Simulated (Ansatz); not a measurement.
**BSiH2 (quartet): from Hartree-Fock to the top rungs, def2-TZVPP**

The task here is to estimate one member of a computed series from the others.

Computed with Ansatz 0.2.0, Gaussian basis. Level: def2-TZVPP, core rule «outside noble gas», up to 6 orbitals frozen.

Plan: UHF; ROHF; CCSD(T) on UHF.

2 further runs of the same task are left out: 2 set aside as unsound or not needed.

**The geometry**

The geometry is a PBE0/def2-TZVP stationary point (not a proven minimum) of the parent state, kept for this charge and spin.

4 atoms, charge 0, spin multiplicity 4.

Atoms are counted from 1 here; the program's logs count them from 0.

Bond lengths: Si1–B2 1.925 Å, B2–H3 1.203 Å, B2–H4 1.203 Å. Angles: Si1–B2–H3 121.5°, Si1–B2–H4 121.5°, H3–B2–H4 117.1°.

As a file:

```xyz
4

Si    0.00000    0.00000    0.63452
B     0.00000    0.00000   -1.29068
H     0.00000   -1.02581   -1.91847
H     0.00000    1.02581   -1.91847
```

The first run:

File in.yaml:

```yaml
crystal:
  periodic: [false, false, false]
  atoms:
    - {symbol: Si, position_ang: [0.000000, 0.000000, 0.634524]}
    - {symbol: B, position_ang: [0.000000, 0.000000, -1.290679]}
    - {symbol: H, position_ang: [0.000000, -1.025810, -1.918468]}
    - {symbol: H, position_ang: [0.000000, 1.025810, -1.918468]}
basis:
  gaussian: {orbitals: def2-TZVPP}
magnetization: {spin_polarized: true, initial_magnetization: 3}
hamiltonian: {xc: hf}
output: {orbitals: {seedname: orbitals}}
```

Started as:

```console
> ansatz run in.yaml --threads 1 --pin off --events-out ev --progress --plain --max-ram 4096MiB --backend cpu
```

Among the steps run: UHF; ROHF; CCSD(T) on UHF.

One table of the session follows, with a row left open; its other results are not shown here.

| method | from UCCSD(T) (kcal/mol) |
| --- | --- |
| ROHF | ? |
| UHF | +128.36 |
| UMP2 | +25.60 |
| UCCSD | +5.50 |
| UCCSD(T) | 0 |

Q: Estimate the row for ROHF from the others.

**Answer.** from UCCSD(T) (kcal/mol): +129.07. In the column «from UCCSD(T) (kcal/mol)» it is the highest.
